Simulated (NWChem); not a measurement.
A series in which one site is exchanged, each optimised at PBE0/def2-SVP with NWChem, gas phase unless a solvent is named. This build's default masses of Se (78.918 u) and Br (79.917 u) are each other's, which moves their modes by up to 0.6 %. For some, no frequency run checked for a minimum. def2 effective core potentials on I; no spin-orbit coupling.

A: [Cl][Al]([F])[Cl] (AlCl$_{2}$F; site = F)
B: [Cl][Al]([Cl])[Br] (AlBrCl₂; site = Br)
C: [Cl][Al]([Cl])[I] (AlICl$_{2}$; site = I)
D: [Cl][Al]([Cl])[Cl] (AlCl3; site = Cl)

```tsv
quantity	A	B	C	D
dipole (D), PBE0/def2-SVP	0.46	0.23	0.52	(withheld)
vertical ionisation energy, ΔSCF, PBE0/def2-SVP (eV)	11.91	11.05	10.36	(withheld)
static polarisability, PBE0/def2-SVPD (bohr³)	48.2	70.9	85.3	(withheld)
```

Problem. Complete the blanks.

Solution. 
- dipole (D), PBE0/def2-SVP, D: 0.01
- vertical ionisation energy, ΔSCF, PBE0/def2-SVP (eV), D: 11.43
- static polarisability, PBE0/def2-SVPD (bohr³), D: 62.7
